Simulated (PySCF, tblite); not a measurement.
# B₂H₅F: changes of charge, part 2 of 2

tblite 0.8.0 and PySCF 2.14.0. Atoms count from 0. Earlier steps stand in the parts before.

## 10. Single point (B₂H₅F): BP86-D3(BJ)/ma-def2-SVP

Geometry: BP86-D3(BJ)/ma-def2-SVP, that of another charge or spin state.

What the job is given:

```
{"job": {"kind": "sp", "xc": "BP86", "basis": "ma-def2-SVP", "d3": "d3bj", "grid": 2}, "charge": 0, "multiplicity": 1}
B     -0.058355     0.951106    -0.336184
F      0.406458     0.983860    -1.671755
H      0.709011     1.505745     0.463565
H      1.262398    -1.185871     0.258416
B      0.049683    -0.975166     0.371650
H     -0.695692    -1.561328    -0.422225
H     -0.375327    -0.833335     1.523950
H     -1.281635     1.129888    -0.239806
```

The log of the run:

```text
coarse grid: 6360 points
cycle   1  E = -152.2980208893  dE = -1.938e-01  |g| = 3.921e-01  |ddm| = 2.382e+00
cycle   2  E = -151.9912421171  dE =  3.068e-01  |g| = 1.335e+00  |ddm| = 1.076e+00
cycle   3  E = -152.3271712765  dE = -3.359e-01  |g| = 9.781e-02  |ddm| = 8.639e-01
cycle   4  E = -152.3305256034  dE = -3.354e-03  |g| = 4.087e-02  |ddm| = 1.733e-01
cycle   5  E = -152.3310854369  dE = -5.598e-04  |g| = 1.179e-02  |ddm| = 5.519e-02
cycle   6  E = -152.3311237562  dE = -3.832e-05  |g| = 2.547e-03  |ddm| = 1.352e-02
cycle   7  E = -152.3311256124  dE = -1.856e-06  |g| = 5.099e-04  |ddm| = 2.690e-03
final grid: 60880 points
cycle   8  E = -152.3572034193  dE = -2.167e-05  |g| = 6.642e-03  |ddm| = 2.044e-02
cycle   9  E = -152.3571616638  dE =  4.176e-05  |g| = 1.656e-02  |ddm| = 1.372e-02
cycle  10  E = -152.3572108572  dE = -4.919e-05  |g| = 1.249e-03  |ddm| = 1.063e-02
cycle  11  E = -152.3572112549  dE = -3.978e-07  |g| = 3.353e-04  |ddm| = 1.544e-03
cycle  12  E = -152.3572113005  dE = -4.557e-08  |g| = 2.164e-05  |ddm| = 4.324e-04
cycle  13  E = -152.3572113006  dE = -1.236e-10  |g| = 3.483e-06  |ddm| = 2.746e-05
converged SCF energy = -152.3572113006
```

Wall time 2.1 s (1 thread of Intel Xeon Platinum 8488C, shared host).

## 11. Single point (B₂H₅F− (doublet), B.[BH2-]F): BP86-D3(BJ)/ma-def2-SVP

Geometry: BP86-D3(BJ)/ma-def2-SVP.

Settings changed since step 10:

```diff
@@ -1,2 +1,2 @@
-{"job": {"kind": "sp", "xc": "BP86", "basis": "ma-def2-SVP", "d3": "d3bj", "grid": 2}, "charge": 0, "multiplicity": 1}
+{"job": {"kind": "sp", "xc": "BP86", "basis": "ma-def2-SVP", "d3": "d3bj", "grid": 2}, "charge": -1, "multiplicity": 2}
 B     -0.058355     0.951106    -0.336184
```

The log of the run:

```text
final grid: 60880 points
cycle   1  E = -152.3805773920  dE =  3.918e-02  |g| = 3.264e-01  |ddm| = 1.061e+00
cycle   2  E = -152.3218737182  dE =  5.870e-02  |g| = 4.472e-01  |ddm| = 1.191e+00
cycle   3  E = -152.4638983390  dE = -1.420e-01  |g| = 2.984e-02  |ddm| = 5.757e-01
cycle   4  E = -152.4641882724  dE = -2.899e-04  |g| = 2.626e-02  |ddm| = 6.162e-02
cycle   5  E = -152.4644494600  dE = -2.612e-04  |g| = 4.764e-03  |ddm| = 2.264e-02
cycle   6  E = -152.4644576625  dE = -8.203e-06  |g| = 1.905e-03  |ddm| = 7.091e-03
cycle   7  E = -152.4644602458  dE = -2.583e-06  |g| = 3.247e-04  |ddm| = 2.807e-03
cycle   8  E = -152.4644603317  dE = -8.590e-08  |g| = 9.165e-05  |ddm| = 9.199e-04
cycle   9  E = -152.4644603382  dE = -6.513e-09  |g| = 2.150e-05  |ddm| = 2.148e-04
converged SCF energy = -152.4644603382
```

Run time: 4.1 s. Hardware: 1 thread of Intel Xeon Platinum 8488C, shared host.

## 12. Single point (B₂H₅F): BP86-D3(BJ)/ma-def2-SVP in N,N-dimethylformamide

Geometry: BP86-D3(BJ)/ma-def2-SVP.

What the job is given:

```
{"job": {"kind": "sp", "xc": "BP86", "basis": "ma-def2-SVP", "d3": "d3bj", "grid": 2, "solvent": "N,N-dimethylformamide"}, "charge": 0, "multiplicity": 1}
B     -0.174016     0.830911    -0.280396
F     -0.350578     1.035358    -1.606210
H     -0.258868     1.765966     0.487780
H      0.998809     0.146041    -0.029744
B      0.181350    -0.832234     0.282904
H      0.249282    -1.706719    -0.549998
H      0.340089    -1.021205     1.467802
H     -0.966010    -0.203512     0.177747
```

The log of the run:

```text
final grid: 60880 points
cycle   1  E = -152.4656378136  dE = -1.773e-04  |g| = 2.003e-02  |ddm| = 1.469e-01
cycle   2  E = -152.4654347421  dE =  2.031e-04  |g| = 4.117e-02  |ddm| = 4.521e-02
cycle   3  E = -152.4657170659  dE = -2.823e-04  |g| = 1.625e-03  |ddm| = 2.599e-02
cycle   4  E = -152.4657178297  dE = -7.639e-07  |g| = 5.224e-04  |ddm| = 3.197e-03
cycle   5  E = -152.4657179269  dE = -9.719e-08  |g| = 1.068e-04  |ddm| = 6.706e-04
cycle   6  E = -152.4657179303  dE = -3.394e-09  |g| = 3.081e-05  |ddm| = 1.450e-04
converged SCF energy = -152.4657179303
```

Run time: 1.2 s. Hardware: 1 thread of Intel Xeon Platinum 8488C, shared host; peak memory 0.41 GiB.

## 13. Single point (B2H5F− (doublet), B.[BH2-]F): BP86-D3(BJ)/ma-def2-SVP in N,N-dimethylformamide

Geometry: BP86-D3(BJ)/ma-def2-SVP.

What the job is given:

```
{"job": {"kind": "sp", "xc": "BP86", "basis": "ma-def2-SVP", "d3": "d3bj", "grid": 2, "solvent": "N,N-dimethylformamide"}, "charge": -1, "multiplicity": 2}
B     -0.058355     0.951106    -0.336184
F      0.406458     0.983860    -1.671755
H      0.709011     1.505745     0.463565
H      1.262398    -1.185871     0.258416
B      0.049683    -0.975166     0.371650
H     -0.695692    -1.561328    -0.422225
H     -0.375327    -0.833335     1.523950
H     -1.281635     1.129888    -0.239806
```

The log of the run:

```text
final grid: 60880 points
cycle   1  E = -152.5487167620  dE = -7.864e-04  |g| = 1.596e-02  |ddm| = 2.167e-01
cycle   2  E = -152.5486331983  dE =  8.356e-05  |g| = 1.965e-02  |ddm| = 4.742e-02
cycle   3  E = -152.5489089318  dE = -2.757e-04  |g| = 1.055e-03  |ddm| = 2.605e-02
cycle   4  E = -152.5489091856  dE = -2.538e-07  |g| = 9.037e-04  |ddm| = 1.938e-03
cycle   5  E = -152.5489094768  dE = -2.912e-07  |g| = 1.375e-04  |ddm| = 6.499e-04
cycle   6  E = -152.5489094803  dE = -3.437e-09  |g| = 6.139e-05  |ddm| = 2.461e-04
converged SCF energy = -152.5489094803
```

Wall time 1.7 s (1 thread of Intel Xeon Platinum 8488C, shared host); peak memory 0.42 GiB.

## 14. Changes of charge: BP86-D3(BJ)/ma-def2-SVP

This step combines the energies above: geometries from BP86-D3(BJ)/ma-def2-SVP, zero-point and thermal terms from GFN2-xTB.

What the job is given:

```
{"job": {"kind": "rx", "dirs": [-1], "deep": 3, "geom": {"xc": "BP86", "basis": "ma-def2-SVP", "d3": "d3bj", "grid": 1}, "level": {"xc": "BP86", "basis": "ma-def2-SVP", "d3": "d3bj", "solvents": ["N,N-dimethylformamide"]}}, "charge": 0, "multiplicity": 1}
B     -0.174016     0.830911    -0.280396
F     -0.350578     1.035358    -1.606210
H     -0.258868     1.765966     0.487780
H      0.998809     0.146041    -0.029744
B      0.181350    -0.832234     0.282904
H      0.249282    -1.706719    -0.549998
H      0.340089    -1.021205     1.467802
H     -0.966010    -0.203512     0.177747
```

Output (the driver's rows laid out field by field):

```text
ionisation and electron attachment, BP86-D3(BJ)/ma-def2-SVP // BP86-D3(BJ)/ma-def2-SVP

row 1
  change                  reduction
  charge                  -1
  multiplicity            2
  vertical_ev             -0.7858
  vertical_s2             0.752
  formula                 B2FH5
  smiles                  B.[BH2-]F
  kept                    no
  pieces                  2
  point_group             Cs
  adiabatic_electronic_ev 0.0464
  adiabatic_ev            0.1117
  free_energy_ev          0.1543
  s2                      0.752
  bonds_moved             4 7 1.313 2.565; 0 3 1.381 2.582; 0 4 1.792 2.055; 0 7 1.381 1.24
  spin_on                 4 B 0.509; 0 B 0.387
  charge_moved            0 B -0.204; 7 H -0.2; 3 H -0.177; 4 B -0.135
  vertical_back_ev        2.9184
  relaxation_parent_ev    2.872
  relaxation_ion_ev       0.8322
  reorganisation_ev       3.7042
  solution                solvent N,N-dimethylformamide, absolute_potential_v 2.3717, solvation_parent_kj -7.78, solvation_ion_kj -221.72
```

It took 1.9 min on 1 thread of Intel Xeon Platinum 8488C, shared host; peak memory 0.42 GiB.

Energy taken up on oxidation, or given off on reduction (eV; adiabatic with zero-point energy):

```
                    change                 product  vertical  adiabatic  free energy  reorganisation  ⟨S²⟩
reduction (multiplicity 2)  B.[BH2-]F (rearranged)     -0.79       0.11         0.15            3.70  0.75
```

On reduction to multiplicity 2 charge changes most on B0 (-0.20 e), H7 (-0.20 e), H3 (-0.18 e); the spin sits on B4 (0.51), B0 (0.39); the bond B4–H7 goes from 1.313 to 2.565 Å; the absolute potential is 2.37 V in N,N-dimethylformamide.

## 15. Summary of results

This closing draws on all 2 parts.

| quantity | value |
| --- | --- |
| strongest single infrared mode (GFN2-xTB) | 1124 cm⁻¹, 342 km/mol |
| zero-point energy (GFN2-xTB) | 32.8 kcal/mol |
| point group | Cs |
| rotational constants (main isotopes) | 40.24, 7.84, 6.93 GHz |
| surface potential, 1st and 99th percentile | -0.78 V and 1.35 V |
| electron affinity (BP86-D3(BJ)/ma-def2-SVP) | vertical -0.79 eV, adiabatic 0.11 eV (unbound at the start geometry) |

**Reading.** All 18 modes are real, so the xTB geometry is a minimum. The strongest single mode, at 1124 cm⁻¹, has its largest shares on B0, H7, H3 and H2 (the list is cut at 4 atoms). Unscaled tight-binding wavenumbers are off by several per cent, some by more. Its intensities can rank the bands wrongly. Over 7 steps the energy fell by 0.120 eV; of the close pairs, B4–H5 changed most, 1.171 to 1.210 Å (BP86/ma-def2-SVP). No frequency check was run at this level, so the end point may be a saddle. By nearest atom (BP86/ma-def2-SVP), the HOMO sits on H2 34 %; F1 22 % and the LUMO on B0 24 %; B4 19 %. At BP86-D3(BJ)/ma-def2-SVP, relaxation with the zero-point term after reduction moves the energy given off from -0.79 eV (vertical) to 0.11 eV (adiabatic, with zero-point energy).
